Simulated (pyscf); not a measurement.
A first-order saddle from PySCF, ωB97X-D3(BJ)/def2-SVP:

```xyz
9

C     -1.5168     0.4252     0.3439
C     -0.2460     0.2288     0.0444
C      1.0046     0.0696    -0.2967
H     -2.2902     0.7465    -0.6980
H     -1.9602    -0.0702     1.2163
H      1.7788     0.7355     0.0974
H      1.2974    -0.7330    -0.9811
F     -2.7358     1.8811    -1.0938
H     -2.0122     1.5937    -0.0758
```
Charge 0, spin multiplicity 1.

Surface: singlet, charge 0. Lowest wavenumbers (cm⁻¹): 2501i, 97, 314, 425, 447.

Question: What reaction is this the transition state of?

Answer: H₂C=C=CH₂ + HF <-> H₂C=C=CH₂ + HF, a four-centre exchange read from left to right: C–H, F–H broken and C–H, F–H formed. At CCSD(T)/def2-TZVPP + ΔMP2(QZVPP) it lies +61.9 kcal/mol from the left side and +61.9 kcal/mol from the right (each side as separated species at their lowest minima found). On the reactant side the descent ends in a complex, 5.1 kcal/mol under the separated species and 62.8 kcal/mol under the saddle at ωB97X-D3(BJ)/def2-TZVP. On the product side the descent ends in a complex, 5.1 kcal/mol under the separated species and 62.8 kcal/mol under the saddle at ωB97X-D3(BJ)/def2-TZVP. At ωB97X-D3(BJ) the barrier from the zero used here is 57.7 kcal/mol. One saddle was located; it need not be the lowest between these sides. The CCSD(T) − MP2 part came from Ansatz, without density fitting, on the same reference.
